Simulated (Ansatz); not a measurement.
Seven cases of atomisation energy with Al to Br (electronic energies, kcal/mol); geometries: B3LYP-D3(BJ)/def2-TZVP. The cases were drawn at random from those of this class that have a high level and all functionals, leaving out states under which another spin lies or may lie. Left out are anions, K, Ca, elements past Kr, ionisation of Li, Na and Mg, pi-pi* triplets of linear molecules and other triplets made from a closed-shell parent. Runs that doubt their state, and full CI more than 15 mEh from coupled cluster, are set aside; a case stays where another high level and all functionals remain. AFQMC serves as high level only in triple zeta or larger, with a steady walk, a bar under 0.8 kcal/mol and agreement with other high levels or trials where they ran; where none ran, an unstable determinant or (outside 3d species) a high T1 diagnostic also bars it, so strongly correlated cases are thinned. No case was kept or dropped by the size of a functional's miss. High levels with a bar over 0.5 kcal/mol are left out too, and the seventh case lies inside the range of the six. Affinities count positive where energy is released, gaps as the second state minus the first. PBE is by Ansatz (an electronic-structure program) in def2-TZVPD. High levels (Ansatz): P = CCSD(T)/CBS(cc-pV(Q+d)Z,cc-pV(5+d)Z) + [CCSDT(Q) - CCSD(T)]/cc-pV(D+d)Z + core + X2C; Q = CCSD(T)/CBS(cc-pV(Q+d)Z,cc-pV(5+d)Z) + [CCSDT(Q) - CCSD(T)]/cc-pV(Q+d)Z + [CCSDTQ - CCSDT(Q)]/cc-pV(D+d)Z + core + X2C; R = CCSD(T)/CBS(cc-pV(T+d)Z,cc-pV(Q+d)Z) + [CCSDT(Q) - CCSD(T)]/cc-pV(D+d)Z + core + X2C; S = CCSD(T)/CBS(cc-pVQZ,cc-pV5Z) + [CCSDT(Q) - CCSD(T)]/cc-pVDZ; T = CCSD(T)/CBS(cc-pVQZ,cc-pV5Z) + [CCSDT(Q) - CCSD(T)]/cc-pVQZ + [CCSDTQ - CCSDT(Q)]/cc-pVDZ. UHF or UKS for unpaired electrons; spin-orbit terms are left out. Correlated methods leave the cores frozen (noble-gas shells, and filled d and f shells in the p block). Rows without X2C or -DK are non-relativistic. CBS(X,Y): correlation extrapolated as X^-3, Hartree-Fock from the larger set (Q,5: extrapolated as (X+1)exp(-9√X)). A bracket is a step between two methods taken in the basis named. Functionals run without relativity, which enters their misses. 'core' is core correlation in cc-pwCVTZ (1s frozen past Ne), 'X2C' scalar relativity in cc-pVTZ-DK, both at CCSD(T). For partners of very few electrons the exact lower level stands in for a higher one. Spin-orbit terms, left out, reach several kcal/mol for Br and I, and more for heavier atoms. The determinant of CBr ([C]Br, doublet) is a saddle point of the SCF energy; a lower one exists, which strains HF and MP2.

| case | PBE | level | high level |
|---|---|---|---|
| C2H2BrF (SMILES FC(Br)=C) | 560.6 | S | 537.2 |
| C2H5S (SMILES [S]CC, doublet) | 688.3 | R | 679.1 |
| GeH3 (SMILES [GeH3], doublet) | 201.1 | T | 206.1 |
| C2H4Si (ethynylsilane, SMILES C#C[SiH3]) | 626.7 | P | 623.8 |
| AlH2F (SMILES [F][AlH2]) | 279.6 | Q | 286.8 |
| ClF (SMILES ClF) | 71.9 | Q | 62.8 |
| CBr (SMILES [C]Br, doublet) | 95.2 | T | withheld |

Fit a straight line from PBE to the high level over the first six rows by least squares, predict the seventh, and compare with the calculation.

Means: PBE 404.70, high level 399.30. Sxx = 321877, Sxy = 316085, slope 0.9820, intercept +1.88 kcal/mol; residual standard deviation 11.4 kcal/mol. Seventh row: 0.9820·(95.2) +1.88 = 95.4 kcal/mol. The calculation gave 82.7 kcal/mol: the line differs from it by +12.7, PBE itself by +12.5.
